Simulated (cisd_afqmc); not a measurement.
Input (AFQMC/CISD/cc-pV(D+d)Z; cisd_afqmc is a phaseless AFQMC code with CISD trial states that reads the integrals written by Ansatz): A basis named .json is the Basis Set Exchange file of that set.

Ansatz 0.2 input:
```python
import cisd_afqmc

open("ham.yaml", "w").write("""\
crystal:
  periodic: [false, false, false]
  atoms:
    - {symbol: F, position_ang: [-0.00000000, -0.00000000, -1.07291806]}
    - {symbol: Cl, position_ang: [0.00000000, 0.00000000, 0.56801544]}
basis:
  gaussian:
    orbitals: cc-pV_D+d_Z.json
magnetization: {spin_polarized: false}
correlation: {method: ccsd, electrons: outside_noble_gas, hamiltonian_folder: ham}
""")
rep = cisd_afqmc.ansatz("ham.yaml")
e_ccsd = rep["correlation"]["coupled_cluster"]["energy"]["hartree"]
out = cisd_afqmc.run("ham", e_ccsd, trial="CISD", walkers=200, populations=8, threads=8, dt=0.005, steps=40, early=24, settle=10, least=32,
    cut=5e-5, rank_cut=2e-4, target=0.0004, seconds=1500, seed=1, memory=17280, gpu=False)
```

Output:

```
orbitals 31, occupied [7], factors 168 of 367, rank of the doubles 91 of 168
E(HF) = -558.847115
E(CCSD) on the cut factors = -559.194675, shift to the whole factors -0.000005
Energy of the trial state on the determinant = -559.194570
  tau behind 7.2 of longer steps, mean of the populations' last blocks
   2.0  -559.20315
   4.0  -559.20309
   6.0  -559.20351
   8.0  -559.20247
blocks 270 (0 outliers left out), error by blocks joined: 1: 0.00020, 2: 0.00023, 4: 0.00026, 8: 0.00026, 16: 0.00031
E(AFQMC/CISD) = -559.20302 +/- 0.00031
```

The error still grows at the longest joins of blocks, or few joins were possible, so the printed bar may be too narrow.
